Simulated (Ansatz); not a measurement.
# SiH4 (singlet): the correlation ladder, 6-31G

One table from this session's results is given with a row withheld; the runs are named, their logs left out.

The runs use Ansatz 0.2.0, Gaussian basis; 6-31G, core rule «outside noble gas», up to 5 orbitals frozen.

To be run: UHF; CCSD(T) on RHF; BCCD(T) on RHF; CISD; CCSDT(Q) on RHF; CISDTQ; CCSDTQ on RHF; CASSCF and MRCISD+Q, 8 electrons in 8 orbitals; CASSCF and NEVPT2, 8 electrons in 8 orbitals; Full CI.

9 further runs of the same task are left out: 9 set aside as unsound or not needed.

### What is computed

The geometry is an MP2(full)/6-31G* stationary point (not a proven minimum).

5 atoms, charge 0, spin multiplicity 1.

Atoms are counted from 1 here; the program's logs count them from 0.

Bond lengths: Si1–H2 1.483 Å, Si1–H3 1.483 Å, Si1–H4 1.483 Å, Si1–H5 1.483 Å. Angles: H2–Si1–H3 109.5°, H2–Si1–H4 109.5°, H2–Si1–H5 109.5°, H3–Si1–H4 109.5°, H3–Si1–H5 109.5°, H4–Si1–H5 109.5°.

The first run:

in.yaml

```yaml
crystal:
  periodic: [false, false, false]
  atoms:
    - {symbol: Si, position_ang: [0.000000, 0.000000, 0.000000]}
    - {symbol: H, position_ang: [0.856135, 0.856135, 0.856135]}
    - {symbol: H, position_ang: [-0.856135, -0.856135, 0.856135]}
    - {symbol: H, position_ang: [-0.856135, 0.856135, -0.856135]}
    - {symbol: H, position_ang: [0.856135, -0.856135, -0.856135]}
basis:
  gaussian: {orbitals: 6-31G}
magnetization: {spin_polarized: true, initial_magnetization: 0}
hamiltonian: {xc: hf}
output: {orbitals: {seedname: orbitals}}
```

The run is started by

```bash
ansatz run in.yaml --threads 1 --pin off --events-out ev --progress --plain --max-ram 8192MiB --backend cpu
```

Among the steps run: UHF; CCSD(T) on RHF; BCCD(T) on RHF; CISD; CCSDT(Q) on RHF; CISDTQ; CCSDTQ on RHF; CASSCF and MRCISD+Q, 8 electrons in 8 orbitals; CASSCF and NEVPT2, 8 electrons in 8 orbitals; Full CI.

One of the session's tables, all rows but one given; the rest of the session is left out.

```
          method  from FCI (kJ/mol)
             RHF             +225.9
            RMP2              +64.5
            CISD              +11.4
           RCCSD               +3.1
        RCCSD(T)               +0.9
         BCCD(T)               +0.9
          RCCSDT               +0.1
          CISDTQ               +0.2
       RCCSDT(Q)                0.0
         RCCSDTQ                0.0
  CASSCF valence              +57.4
  NEVPT2 valence                  ?
  MRCISD valence               +1.8
MRCISD+Q valence               +1.0
             FCI                  0
```

**Question.** Estimate the row for NEVPT2 valence.

**Answer.** from FCI (kJ/mol): +17.2. In the column «from FCI (kJ/mol)» it lies between CISD (+11.4) and CASSCF valence (+57.4).

With the free atoms at the same levels and basis (separate runs), the atomisation energy is 11.289 eV at FCI, 11.281 eV at RCCSD(T), 9.591 eV at RHF.
